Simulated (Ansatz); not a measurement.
# CH₃O, doublet: the ladder up to RCCSDTQ

Geometry: MP2(full)/6-31G*, from the G2/97 set.

```xyz
5

C    -0.0048   -0.6782    0.0000
O    -0.0048    0.7078    0.0000
H     1.0592   -0.9605    0.0000
H    -0.4635   -1.0961    0.9033
H    -0.4635   -1.0961   -0.9033
```

Basis cc-pVDZ; Ansatz 0.2.0. Only valence electrons are correlated (noble-gas cores frozen), which leaves 13 electrons in 41 orbitals. Prefix R: restricted or restricted open-shell reference; prefix U: unrestricted. Active spaces: valence = (13e, 11o) chosen from the atoms' valence shells.

Full CI isn't at hand for all of this; RCCSDTQ serves as the reference, and is uncertain by about the last step of the cluster series. The frozen core follows each run's orbitals, which can shift R against U totals by a few meV.

For open shells CISD is restricted-active-space CI with the open shells as a complete middle space.

```
UHF ⟨S²⟩                          : 0.757
T1 diagnostic (RCCSD)             : 0.0188
largest doubles amplitude (RCCSD) : 0.035
T1 diagnostic (UCCSD)             : 0.0156
```

```csv
level,E − E(RHF) (eV)
UHF,-0.1250
RMP2,-7.9334
UMP2,-7.9309
RCCSD,-8.7829
UCCSD,-8.7850
RCCSD(T),-8.9663
UCCSD(T),-8.9668
```

(1) Estimate how far RCCSDTQ in cc-pVDZ lies from RCCSD(T). The table doesn't fix it; the size of (T) and the diagnostics are the guide.

(1) RCCSDTQ in cc-pVDZ lies 30 meV below RCCSD(T), which is 16 % of the (T) step (-183 meV). The diagnostics are small and one determinant leads, so the series closes fast and only a small part of (T) is left.

The other levels:

```
                   level  E − E(RCCSDTQ) (meV)  share of correlation (%)     wall time
                    CISD                   845                     90.61         3.1 s
                 BCCD(T)                    29                     99.67         3.9 s
                  RCCSDT                    13                     99.86             –
                  UCCSDT                    12                     99.87             –
               RCCSDT(Q)                     0                    100.00          41 s
               UCCSDT(Q)                    -1                    100.01          34 s
  CASSCF (valence space)                  6405                     28.81             –
  NEVPT2 (valence space)                  1169                     87.00  4.7 s (H100)
  MRCISD (valence space)                   407                     95.48             –
MRCISD+Q (valence space)                    40                     99.55   11 s (H100)
```

The correlation energy at RCCSDTQ, counted from RHF, is -8.997 eV. That run took 1.9 min on 5 threads of AMD EPYC 7R13 with a whole H100 80 GB, shared host.

Times hold each run's SCF and search for its determinant on a shared host, so for small cases they say little of a method's own cost; rows without a card ran on 1 thread of AMD EPYC 7R13.

Natural occupations of CASSCF (valence space) about the gap: 1.984 1.978 1.975 1.972 1.002 0.030 0.023 0.023 0.019; effectively unpaired electrons, Σ n²(2−n)², 1.02.

Atomization energy (electronic, same basis, no zero-point term; atoms at the same level, unrestricted beside the R rows where the molecule is a closed shell, with restricted open-shell steps beyond CCSDT(Q)) at RCCSDTQ: 1542.1 kJ/mol. Errors of other levels:

```json
{"level": "RHF", "error (kJ/mol)": "-340.8"}
{"level": "UHF", "error (kJ/mol)": "-351.8"}
{"level": "RMP2", "error (kJ/mol)": "-1.0"}
{"level": "UMP2", "error (kJ/mol)": "-2.2"}
{"level": "CISD", "error (kJ/mol)": "-69.7"}
{"level": "RCCSD", "error (kJ/mol)": "-14.7"}
{"level": "UCCSD", "error (kJ/mol)": "-14.9"}
{"level": "RCCSD(T)", "error (kJ/mol)": "-1.6"}
{"level": "UCCSD(T)", "error (kJ/mol)": "-1.8"}
{"level": "BCCD(T)", "error (kJ/mol)": "-1.5"}
{"level": "RCCSDT", "error (kJ/mol)": "-1.0"}
{"level": "UCCSDT", "error (kJ/mol)": "-1.2"}
{"level": "RCCSDT(Q)", "error (kJ/mol)": "0.0"}
{"level": "UCCSDT(Q)", "error (kJ/mol)": "-0.1"}
{"level": "CASSCF (valence space)", "error (kJ/mol)": "-139.5"}
{"level": "NEVPT2 (valence space)", "error (kJ/mol)": "-10.9"}
{"level": "MRCISD (valence space)", "error (kJ/mol)": "-29.7"}
{"level": "MRCISD+Q (valence space)", "error (kJ/mol)": "-8.4"}
```

This basis is far from its limit, so the value isn't to be set against a measured one. Truncated CI isn't size-consistent, which counts against it in atomization.
